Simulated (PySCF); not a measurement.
Species: C₃H₂ClNO.
SMILES with atom numbers: `[Cl:1][c:2]1[n:3][cH:4][cH:5][o:6]1` (hydrogens: H7 on C4; H8 on C5)

Level of theory: CAM-B3LYP/def2-SVP geometry optimisation, gas phase (PySCF 2.14.0).

Question: What internal coordinates does the optimisation give?

Answer: 
```csv
bond,length (Å),order
Cl1–C2,1.698,single
C2–N3,1.283,aromatic
N3–C4,1.383,aromatic
C4–C5,1.354,aromatic
C5–O6,1.362,aromatic
C2–O6,1.340,aromatic
C4–H7,1.088,single
C5–H8,1.085,single
```

Orders are formal, as drawn. A selection of angles:
```csv
angle,degrees
Cl1–C2–N3,128.0
Cl1–C2–O6,116.9
N3–C2–O6,115.1
C2–N3–C4,104.0
N3–C4–C5,109.0
N3–C4–H7,122.0
C5–C4–H7,129.0
C4–C5–O6,107.5
C4–C5–H8,135.4
O6–C5–H8,117.1
C2–O6–C5,104.4
```

N3 (pyridine-type nitrogen) is bent (angle 104.0°). The 6 heavy atoms lie in one plane (0.000 Å rms). The 2 C–N bonds span 1.283 Å (C2–N3, aromatic) to 1.383 Å (N3–C4, aromatic), a spread of 0.100 Å. The 2 C–O bonds span 1.340 Å (C2–O6, aromatic) to 1.362 Å (C5–O6, aromatic), a spread of 0.022 Å. The 5-membered ring C2–N3–C4–C5–O6 has internal angles of 104.0° to 115.1° (sum 540°, against 540° for a flat polygon); it is planar, 0.00 Å rms from its mean plane, widest ring torsion 0°.

Point group: Cs (every atom within 0.08 Å of its image). No CAM-B3LYP/def2-SVP frequencies stand behind this structure, so it isn't proved a minimum.
